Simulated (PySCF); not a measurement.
Predicted microwave data (CAM-B3LYP/def2-SVPD in PySCF (dipole) on a GFN2-xTB geometry, gas phase) for one isomer of C6H10:

- Rotational constants: A = 4567, B = 2731, C = 2731 MHz
- Dipole components: |μa| = 0.69 D, |μb| = 0.00 D, |μc| = 0.00 D
- Inertial defect: -110.63 u·Å²
- κ: -1.00

**Question.** Which structure is it? (One computed conformer of each.)
A. `[CH2:1]1[CH2:2][C@@H:3]2[CH2:4][C@@H:5]2[CH2:6]1` with C6–C1–C2–C3 27°, C1–C2–C3–C4 48°, C2–C3–C4–C5 -97°, C3–C4–C5–C6 97°
B. `C1C[C@H]2C[C@@H]1C2`
C. `[CH3:1][CH2:2][C:3]1=[CH:4][CH2:5][CH2:6]1` with C1–C2–C3–C4 3°
D. `C#CC(C)(C)C`
E. `[CH2:1]=[C:2]1[CH2:3][CH2:4][CH2:5][CH2:6]1` with C1–C2–C3–C4 168°, C2–C3–C4–C5 32°, C3–C4–C5–C6 -39°, C4–C5–C6–C2 32°

**Answer.** D. It is C#CC(C)(C)C, a prolate symmetric top, point group C3v. The candidates at the same level (rigid rotor, commonest isotopes):

```
              SMILES  A (MHz)  B (MHz)  C (MHz)  μa (D)  μb (D)  μc (D)  Δ (u·Å²)  point group                  rotor
C1C[C@@H]2C[C@@H]2C1     5609     4294     3148    0.08    0.00    0.16    -47.29           Cs         asymmetric top
         C#CC(C)(C)C     4567     2731     2731    0.69    0.00    0.00   -110.63          C3v  prolate symmetric top
           C=C1CCCC1     6597     3307     2382    0.65    0.00    0.00    -17.25           C2         asymmetric top
 C1C[C@H]2C[C@@H]1C2     5379     4521     4076    0.06    0.00    0.00    -81.76          C2v         asymmetric top
           CCC1=CCC1     9065     2325     1940    0.28    0.29    0.01    -12.64            –         asymmetric top
```

`CCC1=CCC1` has A 98 % too high; `C1C[C@H]2C[C@@H]1C2` has B 66 % too high; `C=C1CCCC1` has A 44 % too high; `C1C[C@@H]2C[C@@H]2C1` has B 57 % too high. In the right answer the symmetry axis of this C3v structure is a, so μb and μc vanish by symmetry. No structure here is proved a minimum.
